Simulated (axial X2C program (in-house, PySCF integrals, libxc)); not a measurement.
## Nuclear properties of OAlO²⁺

Computed with an axial X2C code built on PySCF integrals: two-component X2C with atomic mean-field Coulomb and Gaunt terms, Gaussian nuclei, basis O dyall-av3z, Al dyall-v3z with contracted cores.

O–Al–O held linear, with bonds 1.809 and 1.809 Å (near the PBE0 minimum at charge 2 of the determinant lowest at the starting distance; the state shown can have its own minimum elsewhere, held linear; other orders of the atoms were not compared).

Determinant lowest in the PBE0 search, Ω = 5/2 (⟨Sz⟩ = 1.50, ⟨Lz⟩ = 1.00 at PBE0), spin on the atoms O 0.78, Al -0.06, O 0.78:

```tsv
level	A∥/gI O (MHz)	qzz O (a.u.)	A∥/gI Al (MHz)	qzz Al (a.u.)
PBE0	15.5	-1.31	-35.4	-1.35
HF	9.81	-1.80	-51.6	-1.09
TPSSh	15	-1.33	-22.1	-1.34
```

Determinant 0.02 eV from it at PBE0 and this distance, Ω = 1/2 (⟨Sz⟩ = 1.50, ⟨Lz⟩ = -1.00 at PBE0), spin on the atoms O 0.78, Al -0.06, O 0.78:

| level | A∥/gI O (MHz) | qzz O (a.u.) | A∥/gI Al (MHz) | qzz Al (a.u.) |
| --- | --- | --- | --- | --- |
| PBE0 | -666 | -1.32 | -324 | -1.35 |
| HF | -327 | -1.80 | -612 | -1.09 |
| TPSSh | -689 | -1.33 | -245 | -1.34 |

A∥ (defined per Ω) follows by multiplying with gI = μI/(I μN); qzz is the electric field gradient, eQq0 = 234.96 MHz × Q/barn × qzz. The operators were transformed with the bare-nucleus X2C matrices; with these basis sets, hyperfine constants and field gradients can be off by tens of per cent, and where levels differ in sign neither size nor sign is settled.

(1) With gI(17O) = -0.7575, Q(17O) = -0.02558 barn, Q(27Al) = 0.1466 barn (g factors from the IAEA table of nuclear moments by Stone; Q from Pyykkö, Mol. Phys. 2018), turn the PBE0 values of the first state into constants in MHz.

The molecule was held linear; bending was not examined, so a bent shape may lie lower.

Each state is one determinant with collinear spin, which with several unpaired electrons need not be a pure state. Unrestricted Hartree–Fock can overshoot spin polarisation at the nuclei. With several open shells hyperfine constants can be off by a factor of several. The search compared states at one distance, so a state with another bond length can lie lower. Where a field gradient or hyperfine factor spreads by more than a factor of two over the levels, a constant derived from it is not to be relied on. PBE0 term energies can be off by some tenths of an eV.

## Answers

(1) A∥(17O) = 15.5 × -0.7575 = -11.7 MHz; eQq0(17O) = 234.96 × (-0.02558) × (-1.31) = 7.87 MHz; eQq0(27Al) = 234.96 × (0.1466) × (-1.35) = -46.5 MHz.
